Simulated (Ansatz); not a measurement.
C4H6S can be A, `CC(C)=C=S`, or B, `C=C=C(C)S`.

Program: Ansatz. Geometries: PBE0-D4/def2-TZVP. ΔE: electronic, gas phase. CBS: MP2 limit from def2 TZ/QZ plus the TZ coupled-cluster correction, frozen cores. Functionals use def2-TZVPP. B3LYP here is the variant with VWN-RPA as its local correlation; programs differ in this. One conformer a species, not always the lowest.

Which isomer does CCSD(T)/CBS put lower? Give the gap. (Estimate.)

Ansatz gave: A, by 53.3 kJ/mol.

Give E(B) − E(A) in kJ/mol with CCSD(T)/def2-TZVPP, HF/def2-TZVPP, B2PLYP, MP2/def2-TZVPP, ωB97M-V, B3LYP-D4, B3LYP. (Best estimate.)

Computed: CCSD(T)/def2-TZVPP 56.7, HF/def2-TZVPP 48.3, B2PLYP 59.6, MP2/def2-TZVPP 64.1, ωB97M-V 51.0, B3LYP-D4 53.5, B3LYP 54.9. None reverses the order clearly.

Largest T1 diagnostic: 0.015.

In def2-TZVPP, CCSD(T) changes the Hartree–Fock value by +8.4 kJ/mol (the triples alone add +3.8 kJ/mol) and MP2 by +15.7 kJ/mol.
